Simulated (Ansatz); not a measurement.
The same path of FH + FH + H4Si (9 atoms, charge 0, multiplicity 1) was run 3 times with different band settings. Lost on the way: Si1–H2, H6–F7, H8–F9. Made: Si1–F7, H2–H8, H6–F9.

All numbers below come from RKS PBE0-D4/def2-SVP (Ansatz 0.2.0).

Relaxed end points:

```xyz
9
Properties=species:S:1:pos:R:3
Si -1.071 -0.655 -0.321
H -0.288 -0.562 0.963
H -1.919 -1.875 -0.178
H -0.130 -0.830 -1.459
H -1.923 0.554 -0.452
H 1.345 1.427 -0.068
F 0.669 1.750 -0.627
H 1.275 -0.169 1.114
F 2.042 0.359 1.029
```

```xyz
9
Properties=species:S:1:pos:R:3
Si -1.171 -0.057 -0.779
H 0.950 -1.574 1.254
H -1.769 -0.588 0.472
H -0.338 -1.073 -1.471
H -2.214 0.493 -1.684
H 1.311 1.319 0.446
F -0.193 1.206 -0.374
H 1.320 -0.907 1.228
F 2.106 1.181 0.909
```

Common settings: spring 5.0 eV/Å²; optimiser quadratic models (default); start path through a guess of the saddle point; force threshold 0.05 eV/Å; iteration limit 60; end points relaxed.

| run | movable images | climbing image |
| --- | --- | --- |
| 1 | 5 | yes |
| 2 | 6 | no |
| 3 | 1 | no |

**Question.** What does each run give, and how far can it be trusted?

**Answer.** Run 1: converged after 14 iterations, highest image 1.151 eV above the first end. Neighbouring images differ by up to 1.4 eV, so the band resolves the path poorly. A vibrational analysis at the climbing image gives 2 clearly imaginary modes (1062i, 72i cm⁻¹): a point of higher order, so a lower path passes nearby.
Run 2: converged after 18 iterations, highest image 0.939 eV above the first end. No image climbed, so the highest image needn't sit at the top of the path.
Run 3: converged after 13 iterations, highest image 0.000 eV above the first end. The highest image is an end point: on this band no image between the ends rises above it. So few images can step over the top or miss a turn of the path.
The orbitals stay closed-shell, which can raise the energy where a bond breaks towards radicals; this wasn't checked here.
